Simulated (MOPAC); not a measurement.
MOPAC input (PM7):

```
PM7 PRECISE GNORM=0.05 LET XYZ CHARGE=-1 GEO-OK AUX(PRECISION=9) THREADS=1
H2P

P     0.00056199 1    0.07657355 1    0.08927023 1
H     1.02683735 1   -0.58960829 1   -0.66288796 1
H    -1.03526727 1   -0.55899489 1   -0.67616545 1
```

### Question
What heat of formation does the run end on?

### Answer
-67.19 kcal/mol.
